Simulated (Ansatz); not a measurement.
`COCCOC` + H₂ → dimethyl ether + dimethyl ether at 600 K and 1 bar (hydrogenolysis of a C–C bond).

Computed with Ansatz on PBE0-D4/def2-TZVP structures; ΔE is electronic, products minus reactants. CBS: MP2 limit from def2 TZ/QZ plus the TZ coupled-cluster correction, frozen cores. This one scheme is used for every species. One conformer a species, not always the lowest.

| species | CCSD(T)/CBS energy (Eh) | H − E (kJ/mol) | S (J/(mol·K)) |
| --- | --- | --- | --- |
| `COCCOC` | -308.53415 | 443.3 | 470.4 |
| H₂ | -1.17544 | 43.9 | 150.8 |
| `COC` | -154.86276 | 248.7 | 321.2 |
| `COC` | -154.86276 | 248.7 | 321.2 |

H − E and S are ideal-gas, rigid-rotor, harmonic terms from PBE0-D4/def2-TZVP, for one conformer and one mirror image of each species. The MP2-based limit puts H₂ 0.8 mEh under its directly extrapolated value; such offsets cancel only in part. 1 Eh = 2625.50 kJ/mol, R = 8.31446 J/(mol·K).

Problem. By hand: ΔE, ΔH, ΔS and ΔG.

Solution. ΔE = (-154.86276) + (-154.86276) − (-308.53415) − (-1.17544) = -0.01593 Eh = -41.8 kJ/mol. Δ(H − E) = 248.7 + 248.7 − 443.3 − 43.9 = 10.2, so ΔH = -31.6 kJ/mol. ΔS = 321.2 + 321.2 − 470.4 − 150.8 = 21.2 J/(mol·K). ΔG = -31.6 − 600 × (21.2)/1000 = -44.3 kJ/mol.

Problem. By hand: the equilibrium constant, and the temperature at which ΔG would vanish if ΔH and ΔS stayed fixed.

Solution. log₁₀ K = −ΔG/(RT ln 10) = 3.9. ΔH and −TΔS have one sign here, so there is no such temperature.

TΔS isn't small against ΔH here. A doubt of 5 kJ/mol in ΔE shifts log₁₀ K by 0.4 here. Other conformers and mirror images would add mixing entropy, several J/(mol·K) or more a flexible species. These are equilibria of isolated gas molecules and say nothing of rates. Largest T1 diagnostic: 0.010 (customary marks: 0.02 for closed shells, 0.045 for open ones).
